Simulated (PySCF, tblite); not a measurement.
# C₄H₉O radical: geometry, infrared bands and EPR parameters

Aim: predict the infrared bands and EPR parameters of C₄H₉O radical (`CO[C](C)C`).

Programs: tblite 0.8.0 and PySCF 2.14.0, with density-fitted response routines of our own. Each step states its level of theory. These are calculated values for one molecule in the gas phase, unless marked as measured. Atoms are numbered from 0 throughout.

### Step 1. The molecule as given

14 atoms, charge 0, multiplicity 2; geometry from: force field or distance geometry start.

Bonds of the start (Å): C0–O1 1.43, O1–C2 1.36, C2–C3 1.49, C2–C4 1.50, C0–H5 1.10, C0–H6 1.08, C0–H7 1.10, C3–H8 1.09, C3–H9 1.09, C3–H10 1.10, C4–H11 1.10, C4–H12 1.09, C4–H13 1.08.

### Step 2. Geometry optimisation with GFN2-xTB

What the job is given:

```
{"job": {"kind": "relax", "xc": "GFN2-xTB", "basis": "xTB"}, "charge": 0, "multiplicity": 2}
C      2.010000    -0.114700    -0.030000
O      0.817200    -0.864900    -0.285300
C     -0.357100    -0.181500    -0.176600
C     -0.509500     1.053400     0.652000
C     -1.582700    -0.907900    -0.633700
H      2.054000     0.752000    -0.701200
H      2.863800    -0.751700    -0.235200
H      2.060500     0.207000     1.022200
H      0.144500     1.847200     0.303200
H     -1.541100     1.420100     0.635500
H     -0.265800     0.824500     1.702100
H     -2.237100    -0.241400    -1.210600
H     -1.320100    -1.747400    -1.276700
H     -2.137200    -1.295200     0.212300
```

Launch:

```bash
$ OMP_NUM_THREADS=1 python probes_run.py task.json out
```

The driver reads the jobs from task.json and runs them one after another.

**Question.** This job is followed by: GFN2-xTB harmonic vibrations, gas phase; UKS B3LYP, pcH-1 on C H O, non-relativistic, mean-field spin-orbit, GIAO. Predict these results of the whole session: strongest single infrared mode (GFN2-xTB); zero-point energy (GFN2-xTB); g(iso) (B3LYP); ⟨S²⟩; largest a(iso) (averaged by class); surface potential, 1st and 99th percentile.

As calculated:

| quantity | value |
| --- | --- |
| strongest single infrared mode (GFN2-xTB) | 1315 cm⁻¹, 149 km/mol |
| zero-point energy (GFN2-xTB) | 74.9 kcal/mol |
| g(iso) (B3LYP) | 2.00316 |
| ⟨S²⟩ | 0.754 (exact 0.75) |
| largest a(iso) (averaged by class) | 13C on C2, 153.1 MHz |
| surface potential, 1st and 99th percentile | -1.33 V and 0.74 V |

What this shows: Over 64 steps the energy fell by 0.070 eV; of the close pairs, C0–O1 changed most, 1.432 to 1.399 Å. No mode is imaginary among the 36: a minimum at this level. The strongest single mode, at 1315 cm⁻¹, moves mainly C2. Unscaled tight-binding wavenumbers are off by several per cent, some by more. Its intensities can rank the bands wrongly. Most of the unpaired spin sits on C2 (0.85 e). The isotropic g lies 0.8 ppt above the free-electron value.
